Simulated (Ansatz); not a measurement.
Relaxation of BFH4Si (7 atoms, charge 0, multiplicity 1), to a largest force component of 0.015 eV/Å in at most 40 steps.

These are results of Ansatz 0.2.0, RKS revPBE-D4/def2-SVP, not measurements.

```xyz
7
Properties=species:S:1:pos:R:3:forces:R:3
F -1.020 -1.538 1.265 1.63 0.68 -2.39
B -0.212 -1.110 0.158 -1.44 -1.66 2.41
Si 0.136 0.769 -0.177 -1.85 0.98 -0.01
H 0.339 -1.922 -0.544 -0.15 -0.67 0.02
H -0.619 1.585 0.822 -0.02 0.32 0.11
H -0.372 1.126 -1.544 0.01 0.02 -0.19
H 1.520 1.061 -0.108 1.83 0.34 0.05
```

Problem. Where does it end, and by what steps?

Solution. It converged. After 14 steps the energy has fallen by 0.375 eV; H4 moved furthest, 0.14 Å.

| step | energy less start (eV) | largest force component (eV/Å) | accepted |
| --- | --- | --- | --- |
| 0 | 0.0000 | 2.410 | yes |
| 1 | -0.2455 | 2.063 | yes |
| 2 | -0.3063 | 0.748 | yes |
| 3 | -0.3631 | 0.354 | yes |
| 4 | -0.3732 | 0.056 | yes |
| 5 | -0.3738 | 0.020 | yes |
| 6 | -0.3741 | 0.049 | yes |
| 7 | -0.3742 | 0.054 | yes |
| 8 | -0.3744 | 0.051 | yes |
| 9 | -0.3743 | 0.070 | no |
| 10 | -0.3746 | 0.040 | yes |
| 11 | -0.3746 | 0.033 | yes |
| 12 | -0.3747 | 0.023 | yes |
| 13 | -0.3747 | 0.017 | yes |
| 14 | -0.3747 | 0.011 | yes |

```xyz
7
Properties=species:S:1:pos:R:3
F -0.972 -1.602 1.196
B -0.209 -1.178 0.184
Si 0.088 0.819 -0.157
H 0.295 -2.048 -0.518
H -0.619 1.715 0.825
H -0.381 1.155 -1.552
H 1.569 1.110 -0.107
```

Whether the end is a true minimum wasn't checked by a vibrational analysis.

Time of the run: 22 s on 1 CPU thread of a shared host.
